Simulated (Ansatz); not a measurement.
A nudged elastic band was laid between two geometries of AlH4N + H2N (9 atoms, charge 0, multiplicity 2).

Method: Ansatz, UKS PBE0-D4/6-31G*.

```json
{
  "movable images": "7",
  "climbing image": "yes",
  "spring": "5.0 eV/Å²",
  "optimiser": "quadratic models (default)",
  "start path": "through a guess of the saddle point",
  "force threshold": "0.03 eV/Å",
  "iteration limit": "60",
  "end points": "relaxed"
}
```

Image 0:

```xyz
9
Properties=species:S:1:pos:R:3
Al -0.124 0.198 -0.185
H -0.246 0.274 1.401
H 1.246 0.304 -0.983
N -1.625 -0.022 -1.106
H -2.548 -0.096 -0.700
H -1.677 -0.086 -2.113
N 0.255 -0.260 4.372
H -0.428 -0.770 3.791
H 0.592 0.458 3.713
```

Image 8:

```xyz
9
Properties=species:S:1:pos:R:3
Al 0.167 -0.506 0.173
H -0.036 -0.915 2.852
H 1.264 0.640 -0.162
N -1.552 -0.005 -0.259
H -2.230 -0.717 -0.505
H -1.662 0.759 -0.918
N -0.065 -0.116 2.223
H -1.014 0.264 2.211
H 0.573 0.596 2.574
```

(1) Which bonds break or form, and what moves?

(2) Give the energies along the band, and the barrier.

(3) What is the geometry of the highest image?

The band took 58 iterations and about 7 core-minutes.

Answers

(1) Bonds broken: Al1–H2. Bonds formed: Al1–N7, H2–N7. AlH4N + H2N becomes AlH6N2.

(2) The run converged. The highest image is number 2 of 0 to 8, 0.001 eV above the first end and 2.103 eV above the last; the last end lies 2.102 eV below the first. A structure lower than the first end lies on the path between it and the top, so the climb from that side starts below the end, which may itself be a saddle point or a shallow side well. The top lies less than 8 meV above the higher end, about what the thresholds resolve: that end is a shoulder or a very shallow well. A vibrational analysis at the climbing image gives one clearly imaginary mode, 64i cm⁻¹, and a faint second one (16i cm⁻¹) that may be numerical noise or a soft torsion: probably a first-order saddle point.

```
image  path coordinate (Å)  energy (eV)  Al1–H2 (Å)  Al1–N7 (Å)  H2–N7 (Å)
    0                 0.00        0.000        1.59        4.60       3.06
    1                 1.02       -0.006        1.59        4.67       3.10
    2                 2.03        0.001        1.60        4.43       3.04
    3                 3.32       -0.248        2.32        3.50       1.28
    4                 4.61       -1.076        2.80        3.34       1.01
    5                 5.89       -1.139        3.09        3.57       1.02
    6                 7.18       -1.867        2.69        2.31       1.02
    7                 8.46       -2.087        2.69        2.09       1.02
    8                 9.75       -2.102        2.72        2.10       1.02
```

(3) 
```xyz
9
Properties=species:S:1:pos:R:3:forces:R:3
Al -0.243 0.164 -0.097 0.00 0.01 0.03
H -0.540 0.306 1.464 0.00 0.00 -0.03
H 1.213 0.158 -0.735 0.00 0.00 0.00
N -1.642 0.013 -1.179 0.00 0.00 0.00
H -2.607 0.009 -0.878 0.00 0.00 0.00
H -1.585 -0.084 -2.183 0.00 0.00 0.00
N 0.499 -0.417 4.233 -0.02 0.02 -0.01
H -0.295 -0.704 3.641 0.01 -0.01 0.00
H 0.644 0.556 3.923 0.02 0.00 0.01
```

Time of the run: 7.5 min on 1 thread of AMD EPYC 9R45 96-Core Processor (Zen 5), with other jobs on the host, peak memory 0.18 GiB.
